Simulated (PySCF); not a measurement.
# How well do the runs reproduce experiment for cyclopentane?

**Measured values to compare with.**

NIST CCCBDB Release 22 (SRD 101), experimental polarizabilities lists, for the gas: mean polarisability 9.17 Å³.

How close the calculation comes is told at the end.

Cyclopentane, C5H10.
Atom-mapped SMILES: `[CH2:1]1[CH2:2][CH2:3][CH2:4][CH2:5]1` (hydrogens: H6, H7 on C1; H8, H9 on C2; H10, H11 on C3; H12, H13 on C4; H14, H15 on C5)

Cartesian coordinates in Å at the PBE0-D3(BJ)/def2-TZVP level; atoms count from 1:
```xyz
15
C5H10 angstrom
C      0.336    0.495    1.126
C      1.169   -0.450    0.265
C      0.166   -1.052   -0.733
C     -1.037   -0.083   -0.759
C     -0.630    1.105    0.118
H     -0.222   -0.072    1.880
H      0.939    1.237    1.654
H      1.699   -1.209    0.844
H      1.926    0.132   -0.271
H     -0.152   -2.045   -0.408
H      0.614   -1.178   -1.720
H     -1.920   -0.569   -0.335
H     -1.305    0.224   -1.772
H     -0.102    1.855   -0.481
H     -1.485    1.603    0.580
```

The PySCF runs (gas phase, on this PBE0-D3(BJ)/def2-TZVP geometry; no spin–orbit coupling):

```
                level                                                                                                                            job  basis functions
CAM-B3LYP/aug-cc-pVTZ                                                             10 singlets by full TDDFT, 4 Tamm–Dancoff triplets, polarisability              460
     PBE0/aug-cc-pVTZ  10 singlets by full TDDFT, 4 Tamm–Dancoff triplets, polarisability, dynamic polarisability, density and orbital grids written              460
  wB97X-D/aug-cc-pVTZ                                                  10 singlets by full TDDFT, 4 Tamm–Dancoff triplets, polarisability, ΔSCF ions              460
```

**Comparison with experiment**

**Mean polarisability.** Measured: 9.17 Å³ (NIST CCCBDB Release 22 (SRD 101), experimental polarizabilities).

```
                level  computed (Å³)  computed − measured (Å³)  % (from the printed values)
CAM-B3LYP/aug-cc-pVTZ           8.72                     -0.45                           -5
     PBE0/aug-cc-pVTZ           8.80                     -0.37                           -4
  wB97X-D/aug-cc-pVTZ           8.72                     -0.45                           -5
```

All 3 levels lie below the measurement. The computed values are static and purely electronic, with core orbitals frozen in the response (1 au = 0.148185 Å³). The table of measured values doesn't say here whether a value is static or optical, or holds a vibrational part.

No measured geometry was used, and the causes of the misses weren't examined.
